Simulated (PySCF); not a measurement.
# Adding and removing an electron: SiP

ROHF; PySCF, no relativity, basis sets Si aug-pcseg-1, P aug-pcseg-1. Neutral (ROHF): doublet (π ↑), Re = 2.052 Å, ωe = 684 cm⁻¹, De = 1.37 eV, HOMO -8.73 eV, LUMO -0.49 eV.

SiP⁻ (RHF): singlet (closed shell), Re = 1.987 Å, ωe = 756 cm⁻¹. The energies at the minima are -629.54766 hartree for SiP and -629.61777 for SiP⁻.

Question: Work out the adiabatic electron affinity, without and with harmonic zero-point energies (1 hartree = 27.2114 eV, 1 eV = 8065.5 cm⁻¹), and the change of the bond length.

Answer: At HF: 0.07011 hartree = 1.908 eV between the minima; the zero-point term (684.0 − 756.0)/2 cm⁻¹ = -0.004 eV makes it 1.903 eV. Re changes by -6.5 pm against the neutral. The electron enters a π orbital, and the shorter bond of the ion fits a bonding orbital, or a change in how ionic the bond is.

UHF is strongly spin-contaminated for SiP, so the ROHF reference used there is far from stable. Hartree–Fock leaves out correlation, which carries a large part of most bond energies and some tenths to 1 eV of ionisation energies. States were picked by a PBE0 search and need not be the measured ground states.
